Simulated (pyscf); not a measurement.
## Substitution at Si: `[CH3][Si]([OH])([OH])[OH]` + `[H]` [doublet] → `[CH3]` [doublet] + `[OH][SiH]([OH])[OH]`

Gas phase, doublet surface, charge 0. Bonds broken: C1–Si2. Bonds formed: Si2–H12. PySCF, gas phase, ωB97X-D3(BJ)/def2-SVP geometries.

Transition state (Å):

```xyz
12

C      0.0200     1.0158    -1.2441
Si    -0.7514    -0.1250     0.2257
O     -0.5440    -1.5319    -0.6374
O     -2.1809     0.7365     0.2550
O      0.5470     0.4480     1.1984
H     -0.0502     2.0844    -1.0027
H      1.0515     0.7206    -1.4711
H     -0.6560     0.7605    -2.0750
H     -0.6200    -2.3373    -0.1114
H     -2.8892     0.3245     0.7651
H      0.3275     1.2519     1.6976
H     -1.1093    -0.9280     1.5960
```

One imaginary mode, 1836i cm⁻¹; descent along it reached the two sides named.

```csv
bond,change,reactant side (Å),saddle,product side
C1–Si2,breaks,1.853,2.014,3.6
Si2–H12,forms,3.9,1.628,1.475
```

Electronic energies relative to the separated reactants (kJ/mol):

```
level                   barrier  reaction energy  reverse barrier
----------------------  -------  ---------------  ---------------
ωB97X-D3(BJ)/def2-TZVP    191.2             +6.6            184.6
PBE/def2-TZVP             120.0             +3.1            116.9
r²SCAN/def2-TZVP          134.9            -13.6            148.6
B3LYP-D3(BJ)/def2-TZVP    149.7            -14.4            164.2
PBE0-D3(BJ)/def2-TZVP     164.3             +5.0            159.2
M06-2X/def2-TZVP          199.1             +2.8            196.3
ωB97M-D3(BJ)/def2-TZVP    186.4             +0.7            185.8
HF/def2-TZVP              303.2            -31.8            335.0
```

With ωB97M-D3(BJ)/def2-TZVP energies and thermal terms (ideal gas, 1 atm, RRHO with modes under 100 cm⁻¹ raised to 100, one conformer, R ln 2 for chiral ones without a mode under 150 cm⁻¹), in kJ/mol:

```tsv
T (K)	ΔH‡	ΔG‡	ΔH	ΔG
298	190.2	223.3	+3.7	-10.0
600	186.8	258.4	-0.2	-22.4
900	184.6	294.6	-4.7	-32.5
1200	182.7	331.6	-9.2	-41.1
```

The same reactants have a lower exit, to H₃C–Si(O•)(OH)–OH + H₂ (barrier +84.7 kJ/mol at ωB97M-D3(BJ)/def2-TZVP, against +186.4 kJ/mol here). This is the saddle that the search found; another between the same sides may lie lower. The angle at the attacked Si is 168°.
